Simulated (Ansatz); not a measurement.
# BH6NO: the cost of one run

Method: RKS PBE0/def2-SVP, in Ansatz 0.2.0.

1 further run of the same task is left out (it didn't finish).

## 1. Starting point

Bond lengths: B1–O2 1.760 Å, O2–H3 1.010 Å, B1–H4 1.190 Å, B1–H5 1.190 Å, B1–N6 1.850 Å, N6–H7 1.060 Å, N6–H8 1.060 Å, O2–H9 1.140 Å, N6–H9 1.157 Å. Angles (14 of 16 angles, heavy atoms first): O2–B1–N6 71.6°, B1–O2–H3 109.5°, B1–O2–H9 79.4°, O2–B1–H4 120.0°, O2–B1–H5 120.0°, H4–B1–N6 96.8°, H5–B1–N6 101.3°, B1–N6–H7 120.0°, B1–N6–H8 120.0°, B1–N6–H9 75.1°, O2–H9–N6 133.9°, H3–O2–H9 112.1°, H4–B1–H5 120.0°, H7–N6–H8 120.0°.

As a file:

```xyz
9

B     0.0000    0.0000    0.0000
O     0.0000    0.0000    1.7600
H    -0.9095   -0.2814    2.0971
H     1.0305    0.0000   -0.5950
H    -1.0305    0.0000   -0.5950
N     0.0829    1.7537    0.5833
H     0.4765    1.9752    1.5423
H    -0.2631    2.5370   -0.0414
H     0.0529    1.1189    1.5507
```

## 2. A restrained relaxation towards end A

Springs on the bonds that form and break draw the guess towards this end; the thresholds are loose.

input.yaml

```yaml
crystal:
  periodic: [false, false, false]
  atoms:
    - { symbol: B, position_ang: [0.0, 0.0, 0.0] }
    - { symbol: O, position_ang: [0.0, 0.0, 1.76] }
    - { symbol: H, position_ang: [-0.9095, -0.2814, 2.0971] }
    - { symbol: H, position_ang: [1.0305, 0.0, -0.595] }
    - { symbol: H, position_ang: [-1.0305, 0.0, -0.595] }
    - { symbol: "N", position_ang: [0.0829, 1.7537, 0.5833] }
    - { symbol: H, position_ang: [0.4765, 1.9752, 1.5423] }
    - { symbol: H, position_ang: [-0.2631, 2.537, -0.0414] }
    - { symbol: H, position_ang: [0.0529, 1.1189, 1.5507] }
basis:
  gaussian: { orbitals: def2-SVP }
hamiltonian:
  xc: pbe0
relax:
  f_tol: 0.15
  max_steps: 25
  restrain:
    - { distance: [0, 5], at: 2.75, k: 30.0 }
    - { distance: [8, 1], at: 2.21, k: 30.0 }
    - { distance: [0, 1], at: 1.41, k: 30.0 }
    - { distance: [8, 5], at: 1.06, k: 30.0 }
```

The run is started by

```console
$ ansatz run input.yaml --threads 2 --pin off --max-ram 3072MiB --backend cpu --events-out ev --progress --plain --runs-dir out
```

Q: Estimate wall time and peak memory on 2 threads of Arm Neoverse V2, shared host.

About 16 s, with a peak of 0.14 GiB.
